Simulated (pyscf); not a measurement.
boric acid (HO–B(OH)–OH) + hydrogen (H₂) → water (H₂O) + HO–BH–OH (four-centre exchange; singlet surface; B–O, H–H broken, H–O, B–H formed). Single points on ωB97X-D3(BJ)/def2-SVP structures (PySCF, gas phase). Energies in kJ/mol from the separated reactants.

```
level                      barrier  reaction energy
----------------------  ----------  ---------------
ωB97X-D3(BJ)/def2-TZVP       230.7           +105.6
PBE/def2-TZVP                203.1           +101.7
r²SCAN/def2-TZVP             217.2           +113.6
M06-2X/def2-TZVP        (withheld)       (withheld)
ωB97M-D3(BJ)/def2-TZVP  (withheld)           +106.3
HF/def2-TZVP                 303.3           +106.9
```

Task: Fill in the missing entries.

Result: 
- M06-2X/def2-TZVP, barrier: 238.2
- M06-2X/def2-TZVP, reaction energy: +118.4
- ωB97M-D3(BJ)/def2-TZVP, barrier: 227.9

The functionals in the table span 35.1 kJ/mol in this barrier, from PBE to M06-2X. The products may also form a dative adduct at HO–BH–OH; it and routes through it were not searched. At the saddle there is also a short B–H contact that neither side keeps. One saddle was located; it need not be the lowest between these sides.
